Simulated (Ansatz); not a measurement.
Cost and result for the atomization energy of `[BH3-][SH2+]` (7 atoms, 6 bonds).

```
atom    x (Å)    y (Å)    z (Å)
  B1  -0.1213  -0.8285   0.1906
  S2   0.6826   0.9196  -0.2551
  H3   0.2796  -1.4928  -0.7345
  H4  -1.3109  -0.6627   0.2495
  H5   0.4372  -1.0638   1.2349
  H6  -0.0592   1.3571  -1.2895
  H7   0.0920   1.7711   0.6041
```

Charge 0, multiplicity 1. Geometry: relaxed with PBE0-D4/def2-TZVP. Program: Ansatz. All runs use 2 threads of a server CPU on a shared host. Times are those of one run each, without the atoms' runs, and a repeat can differ threefold. Electronic energies, without spin–orbit coupling; frozen cores. CCSD(T)/CBS adds CCSD(T) − MP2 in def2-TZVPP to the MP2 limit, and its time is that of the two runs behind it. T1 = 0.011. HSE06 is the plane-wave form, built on full-range PBE exchange.

CCSD(T)/CBS is a level of theory with its own doubt, some kJ/mol a heavy atom from the limit and from the frozen cores, so smaller differences don't rank the functionals.

| level | functions | wall time |
| --- | --- | --- |
| CCSD(T)/def2-SVP | 57 | 0.45 s |
| LDA (SPW92)/def2-TZVPP | 143 | 0.65 s |
| PBE0-D4/def2-TZVPP | 143 | 1.2 s |
| BHLYP-D4/def2-TZVPP | 143 | 1.3 s |
| HSE06-D4/def2-TZVPP | 143 | 1.4 s |
| CAM-B3LYP-D4/def2-TZVPP | 143 | 1.4 s |
| r2SCANh-D4/def2-TZVPP | 143 | 2.3 s |
| ωB97X-V/def2-TZVPP | 143 | 3.7 s |
| B97M-V/def2-TZVPP | 143 | 4.6 s |
| ωB97M-V/def2-TZVPP (with forces) | 143 | 4.8 s |
| MP2/def2-QZVPP | 277 | 7 s |
| CCSD(T)/def2-TZVPP | 143 | 7.5 s |
| CCSD(T)/CBS(def2) | – | 15 s |

Task: What atomization energy does each give, and how far from CCSD(T)/CBS? (Estimate.)

Result: Ansatz gave: 
```csv
level,atomization (kcal/mol),difference from CCSD(T)/CBS,per bond
CCSD(T)/def2-SVP,454.0,-25.5,-4.2
LDA (SPW92)/def2-TZVPP,542.1,62.6,10.4
PBE0-D4/def2-TZVPP,480.0,0.5,0.1
BHLYP-D4/def2-TZVPP,474.6,-4.9,-0.8
HSE06-D4/def2-TZVPP,480.3,0.8,0.1
CAM-B3LYP-D4/def2-TZVPP,483.5,4.0,0.7
r2SCANh-D4/def2-TZVPP,482.9,3.4,0.6
ωB97X-V/def2-TZVPP,482.5,3.0,0.5
B97M-V/def2-TZVPP,484.9,5.4,0.9
ωB97M-V/def2-TZVPP (with forces),484.5,5.0,0.8
MP2/def2-QZVPP,472.7,-6.8,-1.1
CCSD(T)/def2-TZVPP,469.7,-9.8,-1.6
CCSD(T)/CBS(def2),479.5,0.0,0.0
```

Leaving LDA and LC-ωPBE aside and taking each functional with its dispersion term where it has one, the values spread over 10.2 kcal/mol, from BHLYP-D4 to B97M-V. LDA lies +60.2 kcal/mol from PBE without D4, its usual overbinding. From r2SCAN to r2SCAN0 (25 % exact exchange), in def2-TZVPP and without D4, the atomization energy moves by −3.9 kcal/mol: exact exchange takes away binding that semilocal exchange gives to molecules. In def2-TZVPP, CCSD(T) changes the Hartree–Fock value by +107.9 kcal/mol (the triples alone add +4.7 kcal/mol) and MP2 by +105.2 kcal/mol; breaking electron pairs costs correlation energy, which Hartree–Fock lacks.
